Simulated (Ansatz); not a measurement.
**BH3+ (doublet): from Hartree-Fock to the top rungs at distance B1–H2 = 1.770 Å, cc-pVTZ**

Aim: climb from Hartree-Fock through coupled cluster and multireference methods for BH3+ (doublet) at one geometry and basis, and see what each rung misses.

Computed with Ansatz 0.2.0, Gaussian basis. Level: cc-pVTZ, core rule «outside noble gas», up to 1 orbitals frozen.

Plan: UHF; CCSD(T) on ROHF; CCSD(T) on UHF; BCCD(T) on ROHF; CCSDT(Q) on ROHF; CCSDT(Q) on UHF; CASSCF and NEVPT2, 3 electrons in 3 orbitals; CASSCF and MRCISD+Q, 5 electrons in 7 orbitals; CASSCF and NEVPT2, 5 electrons in 7 orbitals.

8 further runs of the same task are left out: 5 that didn't finish, 3 set aside as unsound or not needed.

## (1) The geometry

The geometry derives from a PBE0/def2-TZVP stationary point (not a proven minimum). One bond is set to the value named and the two fragments are kept rigid.

4 atoms, charge 1, spin multiplicity 2.

Atoms are counted from 1 here; the program's logs count them from 0.

Bond lengths: B1–H3 1.174 Å, B1–H4 1.276 Å. Angles: H3–B1–H4 145.8°.

## (2) UHF

File in.yaml:

```yaml
crystal:
  periodic: [false, false, false]
  atoms:
    - {symbol: B, position_ang: [0.000000, -0.020256, 0.097905]}
    - {symbol: H, position_ang: [0.000000, 0.975561, -1.365395]}
    - {symbol: H, position_ang: [0.000000, -0.020256, 1.272119]}
    - {symbol: H, position_ang: [0.000000, -0.738040, -0.956841]}
basis:
  gaussian: {orbitals: cc-pVTZ}
total_charge: 1
magnetization: {spin_polarized: true, initial_magnetization: 1}
hamiltonian: {xc: hf}
output: {orbitals: {seedname: orbitals}}
```

Launch:

```console
> ansatz run in.yaml --threads 1 --pin off --events-out ev --progress --plain --max-ram 2393MiB
```

After this run come: CCSD(T) on ROHF; CCSD(T) on UHF; BCCD(T) on ROHF; CCSDT(Q) on ROHF; CCSDT(Q) on UHF; CASSCF and NEVPT2, 3 electrons in 3 orbitals; CASSCF and MRCISD+Q, 5 electrons in 7 orbitals; CASSCF and NEVPT2, 5 electrons in 7 orbitals.

Q: Predict the results of all the runs planned. Wanted: UCCSDT(Q) below the RHF energy; RMP2 from UCCSDT(Q); UMP2 from UCCSDT(Q); RCCSD from UCCSDT(Q); RCCSD(T) from UCCSDT(Q); UCCSD(T) from UCCSDT(Q); RCCSDT(Q) from UCCSDT(Q); NEVPT2 pair from UCCSDT(Q); NEVPT2 valence from UCCSDT(Q).

The runs gave:

| quantity | value |
| --- | --- |
| UCCSDT(Q) below the RHF energy | -2.8768 eV |
| RMP2 from UCCSDT(Q) | +655.9 meV |
| UMP2 from UCCSDT(Q) | +631.9 meV |
| RCCSD from UCCSDT(Q) | +69.3 meV |
| RCCSD(T) from UCCSDT(Q) | +16.1 meV |
| UCCSD(T) from UCCSDT(Q) | +15.9 meV |
| RCCSDT(Q) from UCCSDT(Q) | +0.2 meV |
| NEVPT2 pair from UCCSDT(Q) | +669.7 meV |
| NEVPT2 valence from UCCSDT(Q) | +405.6 meV |
| MRCISD+Q valence from UCCSDT(Q) | +26.3 meV |
| levels within 1 kcal/mol (43 meV) | RCCSD(T), UCCSD(T), BCCD(T), RCCSDT, UCCSDT, RCCSDT(Q), MRCISD+Q valence |
| T1 diagnostic | 0.040 |
| effectively unpaired electrons | 1.02 |

In words: RCCSD(T) lands +16.1 meV from the yardstick (0.6 % of the correlation energy). The occupations are near whole numbers, but T1 = 0.040 shows that the orbitals relax strongly. Of the multireference levels listed MRCISD+Q valence comes nearest in total energy (+26.3 meV), which doesn't show that its space is the better one. These misses are within one basis, not against nature; the frozen cores of restricted and unrestricted runs differ, which can shift their rows.
